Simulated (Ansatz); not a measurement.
Task: a rigid scan of one bond length of BH5N2, SMILES NBN, with the Python package of Ansatz (0.2.0). Give the script and its output. Level of theory (for the species named): PBE, def2-SVP basis, multiplicity 1, D3BJ dispersion.

```
atom    x (Å)    y (Å)    z (Å)
   N  -0.7481   0.6081  -0.9762
   B   0.0750   0.2593   0.1922
   N   0.8331  -1.0366   0.1427
   H  -1.4727  -0.0591  -1.0671
   H  -1.2636   1.5464  -0.7600
   H   0.1569   0.9882   1.1346
   H   1.8983  -0.7870   0.2929
   H   0.6133  -1.5766   0.9851
```

`scan_bh5n2.py`
```python
import warnings

import ansatz as az
import numpy as np

BASIS = "def2-SVP"
XC = "pbe"
DISPERSION = "d3bj"

warnings.simplefilter("ignore", az.DeckWarning)

geometry_ang = [
    ("N", [-0.7481, 0.6081, -0.9762]),
    ("B", [0.075, 0.2593, 0.1922]),
    ("N", [0.8331, -1.0366, 0.1427]),
    ("H", [-1.4727, -0.0591, -1.0671]),
    ("H", [-1.2636, 1.5464, -0.76]),
    ("H", [0.1569, 0.9882, 1.1346]),
    ("H", [1.8983, -0.787, 0.2929]),
    ("H", [0.6133, -1.5766, 0.9851]),
]
mol = az.Crystal.molecule()
for symbol, xyz in geometry_ang:
    mol = mol.atom(symbol, xyz)

symbols = [site.symbol for site in mol.cartesian_sites]
start = np.array([site.position_ang for site in mol.cartesian_sites])
axis = (start[7] - start[2]) / np.linalg.norm(start[7] - start[2])
moving = [7]
lengths, energies = [0.902, 0.943, 0.983, 1.024, 1.065, 1.106, 1.147, 1.209], []
for length in lengths:
    xyz = start.copy()
    xyz[moving] += (length - np.linalg.norm(start[7] - start[2])) * axis
    point = az.Crystal.molecule()
    for symbol, place in zip(symbols, xyz):
        point = point.atom(symbol, place.tolist())
    calculation = (
        point.calculation()
        .basis(gaussian=BASIS)
        .functional(XC, dispersion=DISPERSION)
    )
    rep = calculation.run().report
    energies.append(rep["free_energy_ev"])
    print(f"r = {length:6.3f} A  E = {energies[-1]:.5f} eV  <S^2> = {abs(rep['mean_field']['state']['spin_squared']):.3f}")

fit = np.polynomial.Polynomial.fit(lengths, np.array(energies) - min(energies), 4).convert()
roots = [r.real for r in fit.deriv().roots() if abs(r.imag) < 1e-9 and fit.deriv(2)(r.real) > 0]
r_e = min(roots, key=lambda r: abs(r - lengths[int(np.argmin(energies))]))
print(f"minimum of the fit at {r_e:.4f} A, force constant {fit.deriv(2)(r_e):.2f} eV/A^2")
```

```console
$ python scan_bh5n2.py
r =  0.902 A  E = -3730.45495 eV  <S^2> = 0.000
r =  0.943 A  E = -3730.72167 eV  <S^2> = 0.000
r =  0.983 A  E = -3730.86559 eV  <S^2> = 0.000
r =  1.024 A  E = -3730.92064 eV  <S^2> = 0.000
r =  1.065 A  E = -3730.90342 eV  <S^2> = 0.000
r =  1.106 A  E = -3730.83098 eV  <S^2> = 0.000
r =  1.147 A  E = -3730.71677 eV  <S^2> = 0.000
r =  1.209 A  E = -3730.48781 eV  <S^2> = 0.000
minimum of the fit at 1.0330 A, force constant 40.51 eV/A^2
```

Reading the output:
- Total energies depend on the basis set; only differences at equal settings carry meaning.
- The rest of the molecule is held rigid at a force-field or estimated start geometry, and the basis set is modest; single-reference methods fail as a bond breaks.
- The orbitals are restricted, so S² is zero by construction.
- Finished in 6.5 s on 1 thread of Intel(R) Xeon(R) Processor @ 2.30GHz (shared host), peak memory 0.21 GiB.
